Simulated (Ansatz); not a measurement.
For grey tin (α-Sn), PBE+SOC (Ansatz, a quantum-chemistry and plane-wave program, PAW) gives:

```
Property               Result
-------------------  --------
lattice parameter a   6.655 Å
bulk modulus         35.5 GPa
```

### Question
What does HSE06 (plane waves, PAW; Ansatz) give for the same quantities?

### Answer

- lattice constant a: 6.556 Å (drops by 1.5 %)
- bulk modulus: 43.7 GPa (grows by 23 %)

For comparison: lattice constant a 6.477 Å (measured, static lattice: zero-point anharmonic expansion removed; as tabulated in Mejia-Rodriguez and Trickey (2018), arXiv:1807.09216); bulk modulus 42.8 GPa (measured, 0 K value with the zero-point phonon effect removed; as tabulated in Mejia-Rodriguez and Trickey (2018), arXiv:1807.09216).

Changes are worked out from the printed values.

Unless a cell is named, each level is at its own relaxed cell (PBE+SOC 36.85, HSE06 35.22 Å³/atom).

Ansatz's density-functional and Hartree–Fock values are scalar-relativistic unless marked +SOC, with PAW data made under PBE.
